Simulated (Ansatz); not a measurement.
AlH2Me (CH₅Al). Total charge 0; triplet. Geometry PBE-D4/def2-TZVP, that of the neutral singlet; atoms count from 1.

```xyz
7

Al   -1.0338    0.1304   -0.2000
H    -1.9786    0.8435    0.8766
H    -1.6669   -0.3334   -1.5943
C     0.8718   -0.1370    0.1753
H     1.4306    0.7772   -0.0922
H     1.3096   -0.9600   -0.4079
H     1.0672   -0.3207    1.2425
```

At PBE0-D4/def2-TZVP a singlet of charge 0 lies 4.91 eV below the triplet at the same geometry.

**Question.** Estimate the Mulliken populations from the PBE0/def2-TZVP orbitals of Ansatz.

**Answer.** 
```tsv
atom	charge (e)	spin (α − β)
Al1	-0.10	1.21
H2	-0.06	0.01
H3	0.14	0.49
C4	-0.50	0.28
H5	0.18	0.01
H6	0.16	-0.01
H7	0.17	0.02
```
Mulliken values depend strongly on the basis.

**Question.** Where does the spin sit?

**Answer.** Summed by element: Al 1.21, H 0.51, C 0.28, of 2 unpaired in all. Largest on single atoms: Al1 1.21, H3 0.49, C4 0.28.

**Question.** And the Mayer bond orders between heavy atoms (over 0.3)?

**Answer.** Al1–C4 0.86 (1.96 Å).
